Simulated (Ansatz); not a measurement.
**Structure relaxation of PdS2**

Theory: DFT r2SCAN, scalar-relativistic, plane waves, PAW in Ansatz. Cutoff 500 eV, Γ-centred k mesh, Gaussian smearing, no spin polarisation in the final step.

The start is a database structure of PdS2, space group Pbca (No. 61).

```
Pd S
1.0
     5.46000    0.00000    0.00000
     0.00000    5.54100    0.00000
     0.00000    0.00000    7.53100
Pd S
4 8
Cartesian
  0.0000 0.0000 0.0000
  2.7300 0.0000 3.7655
  2.7300 2.7705 0.0000
  0.0000 2.7705 3.7655
  0.5842 0.6206 3.2007
  2.1458 4.9204 6.9662
  3.3142 2.1499 4.3303
  4.8758 3.3911 0.5648
  4.8758 4.9204 4.3303
  3.3142 0.6206 0.5648
  2.1458 3.3911 3.2007
  0.5842 2.1499 6.9662
```

Steps on the 4×4×2 mesh (12 atoms). 5 of 5 steps are shown, and the free energy counts from the last. Trial steps that were taken back and renewals of the plane-wave basis can be among the rows.

```
step  ΔF (meV/atom) V (Å³/atom) P (GPa) largest force component (eV/Å)
   1           16.5        18.99     4.73                           0.620
   2            2.2        20.02     0.37                           0.182
   3            1.0        19.96    -0.30                           0.099
   4            0.5        20.02    -0.03                           0.011
   5            0.0        20.02    -0.02                           0.011
```

A final relaxation ran on a 8×8×6 mesh. The relaxed crystal, Pbca (No. 61):

```
Pd S
1.0
     5.47939    0.00000    0.00000
     0.00000    5.56807    0.00000
     0.00000    0.00000    7.89088
Pd S
4 8
Direct
  0.00000 0.00000 0.00000
  0.50000 0.00000 0.50000
  0.50000 0.50000 0.00000
  0.00000 0.50000 0.50000
  0.10484 0.11066 0.42136
  0.39516 0.88934 0.92136
  0.60484 0.38934 0.57864
  0.89516 0.61066 0.07864
  0.89516 0.88934 0.57864
  0.60484 0.11066 0.07864
  0.39516 0.61066 0.42136
  0.10484 0.38934 0.92136
```

For PdS2, the volume per atom is 20.1 Å³ and the density is 4.7 g/cm³. The energy over the elements is -0.344 eV/atom. The gap on the 8×8×6 mesh is 0.41 eV.

Formation energies are uncorrected and refer to the elements' standard structures at the same level.

The final run used a 8×8×6 mesh on its 12-atom cell and 0.02 eV smearing. Weakly bound directions are ill-defined at this level, which has no dispersion term.

A structure relaxed within its symmetry needn't be a true minimum.

Cost: 3 runs of about 8.4 core-minutes in all, on Intel Xeon 6975P-C (Granite Rapids) (shared hosts).